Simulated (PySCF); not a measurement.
Gas-phase reaction: 2 SiCl2 + Cl2 ⇌ 2 SiCl3

Energies from PySCF, thermal terms from the rigid-rotor harmonic-oscillator model, ideal gas at 1 bar. Table values come from the NASA 1993 polynomials. After a fit of one offset per element over all species, the range-separated, M06-2X, PBE0/def2-QZVP and CCSD(T)/def2-TZVPP enthalpies, where run, lie to one side of the table for SiCl3 (+68 kJ/mol): a fault of the table's entry, another state or a shared error of the levels is possible; this was not checked at source. † marks an energy on the PBE0/def2-TZVP geometry and frequencies; other levels use their own. Open shells (unrestricted): SiCl3 (multiplicity 2); the rest are closed-shell singlets. For this reaction the table lies outside the span of B3LYP, CCSD(T), M06-2X, MP2, PBE0, r2SCAN, ωB97M-V, ωB97X-V in their largest bases here; which side is off was not settled. The table's entry may be an old estimate for SiCl2, SiCl3 (not checked at source).

PBE/def2-SVP gives ΔH°(298 K) = -310.8 kJ.

### Question
What does PBE0/def2-SVP† give, and where does the table lie?

### Answer
PBE0/def2-SVP†: -344.1 kJ. Table: -443.5 kJ.
